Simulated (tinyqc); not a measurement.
Ways to converge the cycle: SCF convergence aids in the sto-3g basis, for BH2+, spin multiplicity 1. Computed by the program tinyqc with PySCF. RHF with one setting changed at a time; a run stops when the energy changes by less than 1e-09 hartree and the error matrix is below 1e-5. The start is the Wolfsberg-Helmholz matrix. Damping d keeps d of the old density; a shift (hartree) raises the virtual levels; DIIS n extrapolates F over n matrices.

Geometry (angstrom):
```
atom       x        y       z
B     0.0000   0.0000  0.0000
H     0.0000   1.3450  0.5570
H     0.0000  -1.3450  0.5570
```

lowest restricted solution found by these runs and by PySCF = -25.086128 hartree

Largest element of the error matrix X^T (FDS - SDF) X:
```
iteration    plain  damping 0.3  damping 0.6  shift 0.4   DIIS 3   DIIS 8
1          2.4e-01      2.4e-01      2.4e-01    2.4e-01  2.4e-01  2.4e-01
2          5.9e-02      9.0e-02      1.6e-01    8.9e-02  5.9e-02  5.9e-02
3          2.3e-02      4.8e-02      9.9e-02    5.7e-02  1.7e-02  1.7e-02
4          8.4e-03      2.8e-02      6.4e-02    3.5e-02  8.9e-04  8.9e-04
5          3.1e-03      1.6e-02      4.7e-02    2.1e-02  8.7e-05  8.8e-05
6          1.2e-03      8.9e-03      3.6e-02    1.3e-02  9.4e-06  8.6e-06
8          1.7e-04      2.8e-03      2.1e-02    4.6e-03        -        -
10         2.4e-05      8.7e-04      1.2e-02    1.6e-03        -        -
14               -      8.7e-05      3.7e-03    2.0e-04        -        -
20               -      2.8e-06      6.5e-04    8.8e-06        -        -
30               -            -      3.6e-05          -        -        -
```

How each run ends:
```
run          iterations  E (hartree)         state
plain                12    -25.08613  lowest found
damping 0.3          20    -25.08613  lowest found
damping 0.6          39    -25.08613  lowest found
shift 0.4            20    -25.08613  lowest found
DIIS 3                7    -25.08613  lowest found
DIIS 8                7    -25.08613  lowest found
```

What does the comparison show, and why?

6 of 6 runs reach the lowest restricted solution found, in 7 to 39 iterations (fastest: DIIS 3, DIIS 8). Plain steps already contract here, so damping only slows them. DIIS 3 and DIIS 8 gain by cancelling the error over several earlier matrices, much as a quasi-Newton step does.
